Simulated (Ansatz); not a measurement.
Predict the output of the script below (Ansatz 0.2.0 through its Python package).

Contents of `ch2os.xyz`:
```text
5

O    -0.89920   -0.30650    0.12010
C     0.36120    0.01750    0.05600
S     1.30820   -0.62740    1.20720
H    -1.35450    0.17750   -0.62080
H     0.63420    0.66530   -0.80400
```

`adiabatic_ch2os.py`:
```python
"""How CH2OS relaxes after losing an electron."""

import warnings

import ansatz as az
import numpy as np

warnings.simplefilter("ignore", az.DeckWarning)

system = az.Crystal.molecule_from_extxyz("ch2os.xyz")

calculation = (
    system.calculation()
    .basis(gaussian="def2-SVP")
    .functional("pbe", dispersion="d3bj")
)
symbols = [site.symbol for site in system.cartesian_sites]
start = np.array([site.position_ang for site in system.cartesian_sites], dtype=float)
rep = calculation.relax(force_tolerance=0.01).run().report
end = np.array(rep["positions_ang"])

minimum = az.Crystal.molecule()
for symbol, place in zip(symbols, end):
    minimum = minimum.atom(symbol, place.tolist())
ion = (
    minimum.calculation()
    .basis(gaussian="def2-SVP")
    .functional("pbe", dispersion="d3bj")
    .charge(1)
    .spin("collinear", total=1)
)
vertical = ion.run().report
settled = ion.relax(force_tolerance=0.01, max_steps=80).run().report
print(f"vertical ionisation energy   {vertical['free_energy_ev'] - rep['free_energy_ev']:.3f} eV")
print(f"adiabatic, no zero point     {settled['free_energy_ev'] - rep['free_energy_ev']:.3f} eV")
print(f"relaxation energy of the ion {vertical['free_energy_ev'] - settled['free_energy_ev']:.3f} eV")
ionised = np.array(settled["positions_ang"])
print("final positions (A) and the move of each atom")
for symbol, xyz, old in zip(symbols, ionised, end):
    print(f"{symbol:2s} {xyz[0]:10.5f} {xyz[1]:10.5f} {xyz[2]:10.5f}   {np.linalg.norm(xyz - old):7.4f}")
```

`python adiabatic_ch2os.py` gives:
```text
vertical ionisation energy   9.120 eV
adiabatic, no zero point     8.989 eV
relaxation energy of the ion 0.131 eV
final positions (A) and the move of each atom
O    -0.95218   -0.27167    0.08819    0.0223
C     0.30982   -0.00883    0.06502    0.0458
S     1.40139   -0.59641    1.18081    0.0090
H    -1.45517    0.15728   -0.64645    0.0706
H     0.74603    0.64603   -0.72908    0.0827
```

The energies are electronic: no zero-point or thermal terms, and the basis set is short of its limit. The product may relax into another structure. The relaxation finds the nearest minimum, so the adiabatic value is an upper bound. Finished in 20 s on 1 thread of Intel(R) Xeon(R) Platinum 8375C CPU @ 2.90GHz (Ice Lake), with other jobs on the host, peak memory 0.22 GiB.
